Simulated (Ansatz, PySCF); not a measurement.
This Ansatz (a program for electronic structure) input computes a CCSD(T)/cc-pVDZ energy:

Ansatz 0.2 input:
```yaml
crystal:
  periodic: [false, false, false]
  atoms:
    - {symbol: N, position_ang: [-0.00000000, -0.00000000, -0.54544247]}
    - {symbol: N, position_ang: [0.00000000, 0.00000000, 0.54544247]}
basis:
  gaussian:
    orbitals: cc-pVDZ
magnetization: {spin_polarized: false}
correlation: {method: ccsd_t, electrons: outside_noble_gas}
```

Q: Write an input for the same energy in PySCF and say what it gives.

A: 
```python
from pyscf import gto, scf, mp, cc as ccmod

mol = gto.M(
    atom='''
    N    -0.00000000   -0.00000000   -0.54544247
    N     0.00000000    0.00000000    0.54544247
    ''',
    basis='cc-pvdz',
    charge=0,
    spin=0,
    verbose=4,
)

mf = scf.RHF(mol)
mf.conv_tol = 1e-10
mf.max_cycle = 100
mf.kernel()
mp2 = mp.MP2(mf, frozen=2).run()
cc = ccmod.CCSD(mf, frozen=2)
cc.max_cycle = 100
cc.kernel()
et = cc.ccsd_t()
print(f'E(CCSD(T)) = {cc.e_tot + et:.9f}')
```
It gives -109.27430 Eh, and Ansatz -109.27430 Eh, a difference of 0.00 mEh.
